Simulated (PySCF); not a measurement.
Compound: C3H5F2N.
InChI=1S/C3H5F2N/c4-3(5)1-2-6/h2-3,6H,1H2/b6-2-

Torsions of this conformer, `[H]/[N:1]=[CH:2]\[CH2:3][CH:4]([F:5])[F:6]`: N1–C2–C3–C4 126°, C2–C3–C4–F5 61°.

The closed-shell ground state was solved at several levels (PySCF, density fitting, gas phase, non-relativistic). The structure is a single PBE0-D3(BJ)/def2-SVP conformer in the gas phase; no vibrational or solvent corrections.

```tsv
level	basis functions	HOMO (eV)	LUMO (eV)	gap (eV)	dipole (D)
B3LYP/pcJ-1	212	-7.68	-0.76	6.92	1.59
CAM-B3LYP/def2-SVPD	166	-9.51	0.47	9.98	1.56
```

Question: What might PBE0/pcSseg-1 (127 basis functions) give for the same quantities?

Answer: HOMO -7.95 eV, LUMO -0.53 eV, gap 7.42 eV, dipole 1.60 D.

Question: Over all these levels, which gives the widest orbital gap and which the narrowest?

Answer: CAM-B3LYP/def2-SVPD (range-separated hybrid) has the widest, 9.98 eV, and B3LYP/pcJ-1 (global hybrid, 20 % exact exchange) the narrowest, 6.92 eV. Functional and basis both differ between the two, so the spread mixes both effects.

Question: How far do the dipole and the HOMO energy spread over the levels?

Answer: The dipole runs from 1.56 to 1.60 D (mean 1.58 D) and the HOMO from -9.51 to -7.68 eV.
